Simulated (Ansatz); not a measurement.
System: rock-salt RbBr. Method: LDA (Ansatz, a program for electronic structure, plane waves, PAW).

Run with plane-wave cutoff 520 eV, 6×6×6 k mesh, scalar-relativistic PAW data made under PBE.

Computed at the level's own relaxed cell.

```
CELL_PARAMETERS angstrom
      0.00000     3.33408     3.33408
      3.33408     0.00000     3.33408
      3.33408     3.33408     0.00000
ATOMIC_POSITIONS crystal
  Rb 0.00000 0.00000 0.00000
  Br 0.50000 0.50000 0.50000
```

### Question
Give the elastic tensor (Voigt notation, GPa, ions relaxed, in the Cartesian axes of the cell as printed).

### Answer

```
   46.0     4.6     4.6     0.0     0.0     0.0
    4.6    46.0     4.6     0.0     0.0     0.0
    4.6     4.6    46.0     0.0     0.0     0.0
    0.0     0.0     0.0     3.8     0.0     0.0
    0.0     0.0     0.0     0.0     3.8     0.0
    0.0     0.0     0.0     0.0     0.0     3.8
```

Measured, for comparison: elastic constant C11 38.6 GPa (4 K, zero-point motion not removed, our sources range from 37.2 to 38.6; as tabulated in X. Wang et al., RSC Advances (2016)); elastic constant C12 4.74 GPa, elastic constant C44 4.08 GPa (4 K, zero-point motion not removed; as tabulated in X. Wang et al., RSC Advances (2016)). Computed (rounded) less measured: elastic constant C11 +19 % (+19 % to +24 % over the range), elastic constant C12 -3 %, elastic constant C44 -6 %.

Computed values are for the static lattice.
